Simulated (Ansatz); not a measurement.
Geometry optimisation, RKS PBE-D4/def2-SVP (Ansatz).

Input:

```yaml
crystal:
  periodic: [false, false, false]
  atoms:
    - { symbol: Si, position_ang: [0.0, 0.0, 0.0] }
    - { symbol: Si, position_ang: [1.3097, 0.0, 2.0349] }
    - { symbol: H, position_ang: [-0.0051, -0.4067, 2.5222] }
    - { symbol: H, position_ang: [2.3193, -0.9353, 2.5222] }
    - { symbol: H, position_ang: [1.6149, 1.342, 2.5222] }
    - { symbol: H, position_ang: [1.6588, 0.0, 0.0648] }
    - { symbol: H, position_ang: [-0.6877, 1.1914, -0.4862] }
    - { symbol: H, position_ang: [-0.6877, -1.1914, -0.4862] }
basis:
  gaussian: { orbitals: def2-SVP }
hamiltonian:
  xc: pbe
  dispersion: d4
relax:
  f_tol: 0.15
  max_steps: 25
  restrain:
    - { distance: [1, 5], at: 2.66, k: 30.0 }
    - { distance: [0, 1], at: 2.22, k: 30.0 }
    - { distance: [0, 5], at: 1.46, k: 30.0 }
```

Launched with:

```bash
$ ansatz run input.yaml --threads 1 --pin off --max-ram 2048MiB --backend cpu --events-out ev --progress --plain --runs-dir out
```

Question: Where does it end, and by what steps?

Answer: The run converged. The restraints hold the end off the free minimum. After 6 steps the energy has fallen by 2.670 eV (the restraints' own energy left out); H3 moved furthest, 0.72 Å.

```
step  energy less start (eV)  largest force component (eV/Å)  accepted
   0                  0.0000                           2.697       yes
   1                 -0.8970                           2.408       yes
   2                 -1.7040                           2.098       yes
   3                 -2.3677                           1.189       yes
   4                 -2.6011                           1.211       yes
   5                 -2.6635                           1.517       yes
   6                 -2.6699                           1.444       yes
```

```xyz
8
Properties=species:S:1:pos:R:3
Si 0.254 0.004 0.015
Si 0.959 -0.020 2.144
H -0.031 -0.322 3.239
H 2.061 -1.045 2.218
H 1.568 1.329 2.426
H 1.644 0.126 -0.445
H -0.559 1.192 -0.412
H -0.374 -1.264 -0.491
```

Run time: 17 s on 1 thread of Arm Neoverse N1, on a shared host, peak memory 0.11 GiB.
